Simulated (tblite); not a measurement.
C₄H₇FN (doublet state).
SMILES with atom numbers: `[CH2:1]=[C:2]([F:3])[CH2:4][N:5][CH3:6]` (hydrogens: H7, H8 on C1; H9, H10 on C4; H11, H12, H13 on C6)

Computed geometry: GFN2-xTB, gas phase. This method treats the open shell by occupation alone, without spin polarisation.

(1) Give the optimised bond lengths and angles.

## Answers

(1) 
```tsv
bond	length (pm)	order
C1=C2	131.7	double
C2–F3	135.9	single
C2–C4	149.7	single
C4–N5	140.2	single
N5–C6	140.6	single
C1–H7	107.5	single
C1–H8	107.2	single
C4–H9, C4–H10	110.9	single
C6–H11, C6–H12, C6–H13	109.7	single
```

Bonds in one row agree within 1 pm and their mean is given. Orders are formal, as drawn. A selection of angles:
```tsv
angle	degrees
C2–C1–H7	121.7
C2–C1–H8	119.0
H7–C1–H8	119.3
C1–C2–F3	120.4
C1–C2–C4	127.9
F3–C2–C4	111.7
C2–C4–N5	112.4
C2–C4–H9	108.8
C2–C4–H10	108.0
N5–C4–H9	112.2
H9–C4–H10	104.0
C4–N5–C6	116.4
N5–C6–H11	108.4
N5–C6–H12	108.7
N5–C6–H13	115.2
H11–C6–H12	105.6
H11–C6–H13	109.8
```

Torsions: C1–C2–C4–N5 -7° (synperiplanar); C2–C4–N5–C6 175° (antiperiplanar). The mirror-image conformer, all signs reversed, is as good.

The C–C distances run from 1.317 Å (C1=C2, drawn double) to 1.497 Å (C2–C4, drawn single), a spread of 0.180 Å. Of the pairs four or more bonds apart, N5···H8 is among the closest relative to their van der Waals radii: 2.53 Å, 92 % of the sum of Bondi's values. C2 (carbon bonded to 2 C and F) is planar (angles 127.9°, 120.4° and 111.7°, sum 360.0°, 0.00 Å off the plane of its three neighbours). C1 (carbon bonded to C and 2 H) is planar (angles 121.7°, 119.3° and 119.0°, sum 360.0°, 0.00 Å off the plane of its three neighbours).

Its GFN2-xTB frequencies are all real (lowest 26 cm⁻¹). 3 starts were optimised and ended at 0.00, 0.34 and 1.46 kcal/mol (GFN2-xTB); the lowest of these is shown.

The run took 0.21 s wall on Arm Neoverse V2, one thread, no GPU, shared host with 96 logical CPUs at a one-minute load of 70. This is the geometry optimisation.
